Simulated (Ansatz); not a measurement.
**O2 (SMILES O=O): methods side by side**

The species is O2 (2 atoms), meant as a triplet with charge 0. SMILES: `O=O`. The shape is that of a PBE0-D4/def2-TZVP optimisation. The run starts from this shape.

| atom | x (Å) | y (Å) | z (Å) |
| --- | --- | --- | --- |
| O | 0.5095 | -0.1648 | 0.2625 |
| O | -0.5095 | 0.1648 | -0.2625 |

Each level gives the adiabatic ionisation energy (to the doublet cation, no zero-point term) (eV). The values are calculated.

| level | kind | program | value (eV) |
| --- | --- | --- | --- |
| UHF/STO-3G | Hartree–Fock | Ansatz | 9.62 |
| UHF/3-21G | Hartree–Fock | Ansatz | 10.98 |
| UHF/6-31G* (Cartesian functions) | Hartree–Fock | Ansatz | 12.28 |
| UPBE/def2-SVP | GGA | Ansatz | 12.22 |
| UPBE0/def2-SVP | global hybrid | Ansatz | 12.48 |
| UB3LYP/6-31G* (Cartesian functions) | global hybrid | Ansatz | 12.58 |

The values span 9.62 to 12.58 eV. Spin contamination of the reference (⟨S²⟩ at least 0.1 too high) touches UHF/STO-3G, UHF/3-21G, UHF/6-31G*. Without the sets that lack polarisation functions the rows with a basis span only 12.22 to 12.58 eV.
